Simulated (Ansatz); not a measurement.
# H6OSi: the cost of one run

Method: RKS PBE/cc-pVDZ, in Ansatz 0.2.0.

## Step 1: The system as given

Bond lengths: Si1–O2 2.030 Å, O2–H3 1.010 Å, Si1–H4 1.460 Å, Si1–H5 1.459 Å, Si1–H6 1.459 Å. Angles: Si1–O2–H3 109.5°, O2–Si1–H4 109.5°, O2–Si1–H5 109.5°, O2–Si1–H6 109.5°, H4–Si1–H5 109.5°, H4–Si1–H6 109.5°, H5–Si1–H6 109.5°.

As a file:

```xyz
8

Si    0.0000    0.0000    0.0000
O     0.0000    0.0000    2.0300
H    -0.9095   -0.2814    2.3671
H     1.3768    0.0000   -0.4862
H    -0.6877    1.1914   -0.4862
H    -0.6877   -1.1914   -0.4862
H     0.9186   -1.3949    0.5550
H     0.7199   -1.0931    1.4744
```

## Step 2: A restrained relaxation towards end A

Springs on the bonds that form and break draw the guess towards this end; the thresholds are loose.

input.yaml

```yaml
crystal:
  periodic: [false, false, false]
  atoms:
    - { symbol: Si, position_ang: [0.0, 0.0, 0.0] }
    - { symbol: O, position_ang: [0.0, 0.0, 2.03] }
    - { symbol: H, position_ang: [-0.9095, -0.2814, 2.3671] }
    - { symbol: H, position_ang: [1.3768, 0.0, -0.4862] }
    - { symbol: H, position_ang: [-0.6877, 1.1914, -0.4862] }
    - { symbol: H, position_ang: [-0.6877, -1.1914, -0.4862] }
    - { symbol: H, position_ang: [0.9186, -1.3949, 0.555] }
    - { symbol: H, position_ang: [0.7199, -1.0931, 1.4744] }
basis:
  gaussian: { orbitals: cc-pVDZ }
hamiltonian:
  xc: pbe
relax:
  f_tol: 0.15
  max_steps: 25
  restrain:
    - { distance: [0, 6], at: 2.66, k: 30.0 }
    - { distance: [7, 1], at: 2.21, k: 30.0 }
    - { distance: [0, 1], at: 1.68, k: 30.0 }
    - { distance: [7, 6], at: 0.66, k: 30.0 }
```

Run with:

```console
$ ansatz run input.yaml --threads 1 --pin off --max-ram 2048MiB --backend cpu --events-out ev --progress --plain --runs-dir out
```

Q: Estimate wall time and peak memory on 1 thread of AMD EPYC 7R43 (Zen 3), shared host.

About 17 s, with a peak of 0.12 GiB.
